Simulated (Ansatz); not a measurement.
The first iterations of a band of ClH + H5NSi (9 atoms, charge 0, multiplicity 1).

Method: RKS PBE0/6-31G* (Ansatz).

```yaml
movable_images: 2
climbing_image: no
spring: 5.0 eV/Å²
optimiser: quadratic models (default)
start_path: through a guess of the saddle point
force_threshold: 0.05 eV/Å
iteration_limit: 60
end_points: relaxed
```

Initial state:

```xyz
9
Properties=species:S:1:pos:R:3
Si -0.162 0.300 0.056
N 0.131 -0.181 1.736
H -0.706 -0.380 2.277
H 0.707 0.462 2.272
H 1.169 0.459 -0.580
H -0.923 1.576 -0.072
H -0.938 -0.797 -0.572
Cl 1.686 -2.785 1.888
H 0.993 -1.624 1.809
```

Final state:

```xyz
9
Properties=species:S:1:pos:R:3
Si 0.456 -0.116 -0.230
N -0.204 -0.480 2.269
H -1.121 -0.136 2.545
H 0.481 -0.031 2.871
H 0.845 0.086 -1.662
H 0.283 1.249 0.320
H -0.759 -0.965 -0.276
Cl 2.150 -1.106 0.488
H -0.175 -1.472 2.487
```

| iteration | highest image above the first end (eV) | largest band force component (eV/Å) |
| --- | --- | --- |
| 1 | 1.872 | 4.269 |
| 2 | 0.621 | 1.954 |
| 3 | 0.425 | 1.929 |
| 4 | 0.411 | 0.361 |
| 5 | 0.395 | 0.302 |

Does the band converge within its limit, and where does its top end?

It converged. It ended after 15 iterations with the highest image 0.132 eV above the first end. No image climbed, so the highest image needn't sit at the top of the path. A band with more images between the same ends climbed to 0.27 eV, so this one has probably stepped over the top. So few images can step over the top or miss a turn of the path. The orbitals stay closed-shell, which can raise the energy where a bond breaks towards radicals; this wasn't checked here.

Time of the run: 85 s on 1 thread of Arm Neoverse V1, on a shared host, peak memory 0.13 GiB.
